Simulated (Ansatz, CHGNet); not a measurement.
For zinc-blende BAs, the machine-learned potential CHGNet 0.3.0 (trained on PBE and PBE+U data) gives:

- equilibrium lattice constant a: 4.846 Å
- elastic constant C11: 148 GPa
- elastic constant C44: 40.1 GPa
- polycrystal shear modulus: 31.6 GPa

Task: What does HSE06 (PAW; Ansatz, a program for electronic structure) give for the same quantities?

Result: 
- lattice constant a: 4.772 Å (drops by 1.5 %)
- elastic constant C11: 296 GPa (grows by 100 %)
- elastic constant C44: 160 GPa (rises by 300 %)
- Voigt–Reuss–Hill shear modulus: 139 GPa (goes up by 340 %)

For comparison: lattice constant a 4.777 Å (measured, room temperature, not corrected to a static lattice; as tabulated in Lucero et al. (2012), arXiv:1111.4515); elastic constant C11 285 GPa (measured, room temperature, no zero-point or thermal correction; as tabulated in Kang et al. (2019), arXiv:1911.11281); elastic constant C44 149 GPa (measured, room temperature, no zero-point or thermal correction, sources range from 149 to 173; as tabulated in Kang et al. (2019), arXiv:1911.11281).

Changes are worked out from the printed values.

Unless a cell is named, each level is at its own relaxed cell (CHGNet 0.3.0 14.23, HSE06 13.58 Å³/atom).

Ansatz's density-functional and Hartree–Fock values are scalar-relativistic unless marked +SOC, with PAW data made under PBE.
